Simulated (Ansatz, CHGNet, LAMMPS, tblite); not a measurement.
# Elastic constant C44 of diamond-structure Si: levels of theory against measurement

Reference value: 80.2 GPa (measured, low temperature, zero-point motion not removed; as tabulated in Tanner et al. (2021), arXiv:2110.11888).

| level (code) | value (GPa) | cell (Å³/atom) | difference (%) |
|---|---|---|---|
| EDIP Si.edip (LAMMPS) | 72.7 | 20.02 | -9.4 |
| GFN2-xTB (tblite) | 59.6 | 19.57 | -26 |
| CHGNet 0.3.0 | 41.7 | 20.36 | -48 |
| PBE (Ansatz) | 74.2 | 20.46 | -7.5 |
| r²SCAN (Ansatz) | 81.4 | 20.17 | +1.5 |
| PBE0 (Ansatz) | 82.1 | 20.08 | +2.4 |
| Hartree–Fock (Ansatz) | 99.3 | 20.86 | +24 |

Once the reference is moved by up to 5.0 % (a margin picked here for doubts on the reference and the settings, and for temperature and zero-point motion) and values within 1.7 % count as equal, the nearest can be r²SCAN (+1.5 %), PBE0 (+2.4 %) or PBE (-7.5 %). Farthest off among them: CHGNet 0.3.0 (-48 %).

The reference isn't brought to a static lattice, while the calculations are for one, so the differences are not the levels' errors alone.  GFN2-xTB: the method was fitted mainly to molecules. GFN2-xTB: the run uses a supercell at the zone centre in place of a k mesh. Each level is taken at its own relaxed cell. Cutoffs and k meshes differ between the levels. Ansatz's density-functional and Hartree–Fock values are scalar-relativistic unless marked +SOC, with PAW data made under PBE.

Empirical potentials (EDIP Si.edip) are fitted to chosen data: where that held the value shown, agreement is built in, and what lay outside the fit can be far off. Machine-learned potentials (CHGNet 0.3.0) are trained on DFT data: a solid inside that data is no test of them.

Differences are worked out from the printed values.

Ansatz is a program for electronic structure.
